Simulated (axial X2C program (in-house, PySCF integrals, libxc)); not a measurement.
**What spin–orbit coupling does to MgCl⁺**

All values were computed with an in-house all-electron X2C program for linear molecules (integrals from PySCF). Spin-free means the one-electron spin-free X2C Hamiltonian; two-component (2c) means X2C with spin–orbit coupling and atomic mean-field two-electron Coulomb and Gaunt terms, so the difference of the two also holds small scalar two-electron terms. Basis: Cl dyall-av3z [9s8p3d2f], Mg dyall-cv3z [9s8p6d3f] (cores contracted in-house); Gaussian nuclei, density fitting, unrestricted open shells. Masses: Cl 34.969 u, Mg 23.985 u.

Spin-free state: M_S = 0, Λ = 0 (closed shell); fragments Cl + Mg+.

```tsv
level	Re (Å)	ωe (cm⁻¹)	De (eV)	μ (D)
PBE0	2.104	559.9	3.130	10.08
HF	2.104	578.3	1.957	10.92
MP2	2.117	560.4	3.276	n/a
CCSD	2.114	561.1	3.084	n/a
CCSD(T)	2.118	555.9	3.183	n/a
BP86	2.121	537.2	3.197	9.83
```

Correlated methods: 8 electrons correlated (number of frozen shells: Cl 2 s, 1 p; Mg 2 s, 1 p), 242 virtual spin orbitals or spinors in MP2, 90 natural virtuals in coupled cluster.

Dipoles are positive if Mg is the positive end and refer to the centre of mass.

Two-component determinant lowest at the distance of the search:

Ω = 0 (closed shell); fragments Cl + Mg+.

```
  level  Re (Å)  ωe (cm⁻¹)  De (eV)  μ (D)
   PBE0   2.104      559.7    3.124  10.07
     HF   2.105      578.2    1.896  10.92
    MP2   2.117      560.3    3.239    n/a
   CCSD   2.115      560.9    3.047    n/a
CCSD(T)   2.119      555.7    3.148    n/a
   BP86   2.122      537.0    3.193   9.83
```

**Question.** From the two tables, how do the constants change at the CCSD(T) level (2c against spin-free)?

**Answer.** At the CCSD(T) level Re is unchanged within 0.001 Å and ωe is unchanged to within 0.2 cm⁻¹; De changes by -0.035 eV.

Occupations by symmetry block were frozen at the best pattern of an incomplete PBE0 search. Closed shells are restricted here (equal orbitals for both partners); the stretched side of such a curve lies too high. De is counted from the lowest determinant-based energies of the atoms at the same level, without counterpoise correction. CCSD and (T) use frozen natural virtuals with an MP2 correction for the truncation; (T) itself is uncorrected, so its De runs slightly low. In 2c an atomic determinant is not the ground J level, so De misses part of the atomic spin–orbit lowering. This holds for PBE0, BP86. Without a current term, density functionals place determinants with orbital angular momentum somewhat too high.
